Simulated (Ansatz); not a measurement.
Input:

```yaml
crystal:
  periodic: [false, false, false]
  atoms:
    - { symbol: Al, position_ang: [0.0, 0.0, 0.0] }
    - { symbol: C, position_ang: [0.0, 0.0, 2.32] }
    - { symbol: H, position_ang: [-0.9996, -0.3092, 2.6905] }
    - { symbol: H, position_ang: [0.7676, -0.7111, 2.6905] }
    - { symbol: H, position_ang: [0.232, 1.0203, 2.6905] }
    - { symbol: H, position_ang: [1.351, 0.0, -0.78] }
    - { symbol: H, position_ang: [-1.351, 0.0, -0.78] }
    - { symbol: "N", position_ang: [-0.2843, -2.0875, 0.7] }
    - { symbol: H, position_ang: [-0.6995, -2.8131, 0.0484] }
    - { symbol: H, position_ang: [-0.0048, -2.3586, 1.6859] }
    - { symbol: H, position_ang: [-0.181, -1.3289, 1.8561] }
basis:
  gaussian: { orbitals: def2-SVP }
hamiltonian:
  xc: b3lyp
  dispersion: d4
relax:
  f_tol: 0.15
  max_steps: 25
  restrain:
    - { distance: [0, 7], at: 3.12, k: 30.0 }
    - { distance: [10, 1], at: 2.31, k: 30.0 }
    - { distance: [0, 1], at: 1.97, k: 30.0 }
    - { distance: [10, 7], at: 1.06, k: 30.0 }
```

Run as:

```bash
$ ansatz run input.yaml --threads 2 --pin off --max-ram 3072MiB --backend cpu --events-out ev --progress --plain --runs-dir out
```

Hardware: 2 threads of Arm Neoverse V1, on a shared host.

Question: Roughly how long does this run take, and how much memory?

Answer: 25 s, with a peak of 0.16 GiB, for 14 ionic steps.
